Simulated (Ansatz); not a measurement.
The input, for Ansatz 0.2.0:

```yaml
crystal:
  periodic: [false, false, false]
  atoms:
    - {symbol: Al, position_ang: [0.000000, -0.116491, 0.687194]}
    - {symbol: N, position_ang: [0.000000, 0.119674, -1.435484]}
    - {symbol: H, position_ang: [0.000000, 1.455327, 1.552529]}
basis:
  gaussian: {orbitals: 6-31G}
magnetization: {spin_polarized: false, initial_magnetization: 3}
correlation: {active_space: {window: {electrons: 9, orbitals: 8}}}
```

```sh
$ ansatz run in.yaml --threads 1 --pin off --events-out ev --progress --plain --max-ram 2393MiB
```

The program prints:

```
302 factors; integrals over basis functions are off by at most 1.5e-4 eV
mean field evaluation 1: about -8075.1359 eV, gradient 8.5e0 eV
mean field evaluation 2: about -8075.1634 eV, gradient 8.6e0 eV
mean field evaluation 4: about -8075.9759 eV, gradient 2.2e0 eV
mean field evaluation 8: about -8076.0310 eV, gradient 4.0e-1 eV
mean field evaluation 16: about -8076.0378 eV, gradient 6.5e-6 eV
mean field evaluation 32: about -8072.2023 eV, gradient 1.7e1 eV
mean field evaluation 64: about -8070.8594 eV, gradient 5.9e0 eV
mean field evaluation 96: about -8074.4951 eV, gradient 1.6e-6 eV
mean field -8076.03781256 eV, -296.7889154765 hartree, gradient 6.5e-6 eV, S^2 3.750000; 10 other end points of the search recorded, 0 dependent functions left out
reference -8076.03781256 eV, -296.7889154765 hartree; 12, 9 occupied and 12, 15 virtual orbitals, 302 factors
state -8077.40551959 eV, -296.8391777830 hartree
Total energy: -8077.40551959 eV, -296.8391777830 hartree
```

Natural occupations: 1.9971 1.9688 1.9344 1.0064 1.0000 0.9994 0.0585 0.0353.

Ran on 1 thread of Arm Neoverse V1, shared host: 5.5 s wall, 0.14 GiB peak host memory.
